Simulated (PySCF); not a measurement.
A family of related molecules: binary hydrides. Isolated molecules, 0 K electronic values unless said otherwise. Strings in code marks are SMILES.

Quantity: vertical ionisation energy (energy after one electron is removed minus that of the parent at the parent's geometry), in eV.

A: `[SiH4]`
B: `Br`
C: `C`

Q: Rank these by vertical ionisation energy (energy after one electron is removed minus that of the parent at the parent's geometry) (lowest first), as B3LYP/6-31G* // PBE0-D3(BJ)/def2-TZVP (PySCF) gives it.

A: B (11.78 eV), A (12.49 eV), C (14.14 eV)
